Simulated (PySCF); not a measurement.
pyrrole (C4H5N), SMILES c1cc[nH]c1.

Geometry: B3LYP-D3(BJ)/def2-SVP.

These are TDA-LC-ωPBE/def2-SVPD (PySCF) values and carry that method's errors.

Vertical excitations. Gas-phase values at a fixed geometry. State labels are in the subgroup C2v.

Task: Estimate the UV-visible absorptions. (Estimate from the structure and the level; the computed values follow.)

Result: 
```json
[
 {"state": "S1", "symmetry": "A2", "energy (eV)": "6.66", "λ (nm)": "186", "f": "0.000", "main pairs": "HOMO→LUMO 95 %"},
 {"state": "S2", "symmetry": "B2", "energy (eV)": "6.95", "λ (nm)": "178", "f": "0.206", "main pairs": "HOMO→LUMO+1 88 %"},
 {"state": "S3", "symmetry": "A1", "energy (eV)": "7.08", "λ (nm)": "175", "f": "0.005", "main pairs": "HOMO−1→LUMO+1 57 %, HOMO→LUMO+6 40 %"},
 {"state": "S4", "symmetry": "B1", "energy (eV)": "7.46", "λ (nm)": "166", "f": "0.035", "main pairs": "HOMO−1→LUMO 47 %, HOMO→LUMO+2 47 %"},
 {"state": "S5", "symmetry": "A2", "energy (eV)": "7.62", "λ (nm)": "163", "f": "0.000", "main pairs": "HOMO→LUMO+3 83 %"},
 {"state": "S6", "symmetry": "B1", "energy (eV)": "7.76", "λ (nm)": "160", "f": "0.026", "main pairs": "HOMO→LUMO+2 46 %, HOMO−1→LUMO 44 %"},
 {"state": "S7", "symmetry": "B1", "energy (eV)": "8.24", "λ (nm)": "150", "f": "0.033", "main pairs": "HOMO→LUMO+4 51 %, HOMO−1→LUMO+3 43 %"},
 {"state": "S8", "symmetry": "A2", "energy (eV)": "8.38", "λ (nm)": "148", "f": "0.000", "main pairs": "HOMO→LUMO+7 82 %"},
 {"state": "S9", "symmetry": "A2", "energy (eV)": "8.42", "λ (nm)": "147", "f": "0.000", "main pairs": "HOMO→LUMO+5 78 %"},
 {"state": "S10", "symmetry": "B1", "energy (eV)": "8.66", "λ (nm)": "143", "f": "0.021", "main pairs": "HOMO−1→LUMO+3 48 %, HOMO→LUMO+4 41 %"},
 {"state": "T1", "symmetry": "B2", "energy (eV)": "4.20", "λ (nm)": "295", "f": "0", "main pairs": "HOMO→LUMO+1 90 %"},
 {"state": "T2", "symmetry": "A1", "energy (eV)": "5.35", "λ (nm)": "232", "f": "0", "main pairs": "HOMO−1→LUMO+1 57 %, HOMO→LUMO+6 40 %"},
 {"state": "T3", "symmetry": "A1", "energy (eV)": "6.09", "λ (nm)": "204", "f": "0", "main pairs": "HOMO→LUMO+6 52 %, HOMO−1→LUMO+1 40 %"},
 {"state": "T4", "symmetry": "A2", "energy (eV)": "6.58", "λ (nm)": "188", "f": "0", "main pairs": "HOMO→LUMO 94 %"}
]
```
Triplets are in the Tamm–Dancoff approximation.
